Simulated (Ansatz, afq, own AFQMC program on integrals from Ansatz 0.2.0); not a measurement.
**Where AFQMC and coupled cluster stand for SiH3⁺, triplet**

```xyz
4

Si    0.0000    0.0000    0.0000
H     1.4719    0.0142   -0.0001
H    -0.7483    1.2676   -0.0029
H    -0.7237   -1.2818    0.0030
```

Basis cc-pVDZ. Noble-gas cores (and the filled d shells of Ga–Kr and In–Xe) are frozen. Integrals, coupled cluster, full CI and functionals: Ansatz 0.2.0; the random walks run on the same integrals in our own AFQMC program. The CISD trial takes its coefficients from CCSD amplitudes. Released means that phaseless walkers are propagated on without the constraint, phases kept. Error bars are statistical, one sigma.

Determinant: UHF, the one that the program's search chose, which needn't be the lowest solution. The geometry is a PBE0/def2-TZVP stationary point of this or a neighbouring charge and spin state.

No full CI on the walks' own integrals is used here; CCSDT(Q) serves as the reference and is uncertain by about the last step of the cluster series.

Cautions: another spin lies lower (by 5.25 eV); the search met a lower determinant of the same kind, perhaps of another symmetry (46 meV lower), and this one is a saddle point; unrestricted determinant slightly spin contaminated (⟨S²⟩ 2.06 against 2.00); the released energies are still falling, so no released level is given (meV from the phaseless value at times in 1/Eh: -9 ± 8 at 0.24, -11 ± 6 at 0.50, -17 ± 5 at 1.00, -21 ± 4 at 1.50), though the last usable value meets CCSDT(Q) within the noise.

The T1 diagnostic is 0.0247 and the weight of the determinant in the CISD state is 0.912. The ⟨S²⟩ of the determinant is 2.061 and the size of the correlated space is 6 electrons in 28 orbitals.

```json
{"level": "MP2", "correlation energy (eV)": "-2.1506"}
{"level": "CCSD", "correlation energy (eV)": "-2.9330"}
{"level": "CCSD(T)", "correlation energy (eV)": "-3.0047"}
```

Task: Estimate where phaseless AFQMC with a CISD trial lies against CCSD(T) on the same integrals.

Result: 0.08 ± 0.18 mEh above CCSD(T). The gap is under twice the noise, so this walk alone can't tell the two apart.

Reference: CCSDT(Q), correlation energy -3.030 eV.

| level | E − E(reference) (mEh) | share of correlation (%) |
| --- | --- | --- |
| CCSD(T) | 0.93 | 99.17 |
| CCSDT | 0.10 | 99.91 |
| ph-AFQMC/CISD | 1.01 ± 0.18 | 99.09 |
